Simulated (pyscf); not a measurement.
PySCF, gas phase, ωB97X-D3(BJ)/def2-SVP geometries.

Problem. Estimate by transition-state theory the rate constant of H₃Si–O–SnH₃ + H₂O → HO–SiH₃ + HO–SnH₃ (singlet surface; O–Si, H–O broken, O–Si, H–O formed) at 900 K, with ωB97M-D3(BJ)/def2-TZVP energies (ideal gas, 1 atm, RRHO with modes under 100 cm⁻¹ raised to 100, one conformer, R ln 2 for rigid chiral ones; no tunnelling).

Solution. The electronic barrier is 21.4 kcal/mol and the thermal terms add +34.3, so ΔG‡ = 55.7 kcal/mol. With k_BT/h = 1.88e+13 s⁻¹ and RT = 1.788 kcal/mol, and a volume of 1.23e-19 cm³ per molecule at 1 atm, k = 6.7e-20 cm³ molecule⁻¹ s⁻¹. Wigner's tunnelling factor for 757i cm⁻¹ would be 1.06. A shift of 1 kcal/mol in the barrier changes k by a factor 1.7. On the reactant side the descent ends in a complex, 5.0 kcal/mol under the separated species and 26.5 kcal/mol under the saddle at ωB97X-D3(BJ)/def2-TZVP. On the product side the descent ends in a complex (not fully relaxed), 4.3 kcal/mol under the separated species and 20.0 kcal/mol under the saddle at ωB97X-D3(BJ)/def2-TZVP. This is the saddle that the search found; another between the same sides may lie lower. Elements past Kr carry the def2 core potentials, without spin-orbit coupling.
